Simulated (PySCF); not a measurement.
Species, as SMILES: FC(F)(F)F.
Geometry (B3LYP-D3(BJ)/def2-TZVP, fixed):
```
C
F 1 1.3260
F 1 1.3260 2 109.47
F 1 1.3260 2 109.47 3 120.00
F 1 1.3260 2 109.47 4 120.00
```

Basis-set convergence of the mean static polarisability at PBE0 with PySCF. All functions are spherical. Density fitting with generated auxiliary sets. No added dispersion term, no relativity. Reference: the value in d-aug-cc-pVTZ, 19.46 bohr³, itself unsure by roughly 0.9 % (its mean distance from aug-pcseg-2, aug-cc-pVTZ). Deviations are taken from unrounded values.

```csv
basis,functions,mean static polarisability (bohr³)
cc-pVDZ,70,12.38
aug-cc-pVDZ,115,18.69
def2-SVP,70,12.28
def2-SVPD,112,18.96
pcseg-1,70,13.41
aug-pcseg-1,115,19.41
6-311G**,90,12.89
6-311+G**,110,16.28
cc-pVTZ,150,15.57
aug-cc-pVTZ,230,19.25
pcseg-2,150,16.56
aug-pcseg-2,230,19.32
def2-TZVPP,155,16.46
def2-TZVPPD,197,19.36
def2-QZVPP,285,18.10
def2-QZVPPD,327,19.41
```

What the diffuse functions change, pair by pair:
- cc-pVDZ to aug-cc-pVDZ: 45 more functions, deviation -36.4 to -4.0 %
- def2-SVP to def2-SVPD: 42 more functions, deviation -36.9 to -2.5 %
- pcseg-1 to aug-pcseg-1: 45 more functions, deviation -31.1 to -0.2 %
- 6-311G** to 6-311+G**: 20 more functions, deviation -33.7 to -16.3 %
- cc-pVTZ to aug-cc-pVTZ: 80 more functions, deviation -20.0 to -1.1 %
- pcseg-2 to aug-pcseg-2: 80 more functions, deviation -14.9 to -0.7 %
- def2-TZVPP to def2-TZVPPD: 42 more functions, deviation -15.4 to -0.5 %
- def2-QZVPP to def2-QZVPPD: 42 more functions, deviation -7.0 to -0.3 %

They bring the value nearer the reference by more than 0.9 % in 8 of 8 pairs.
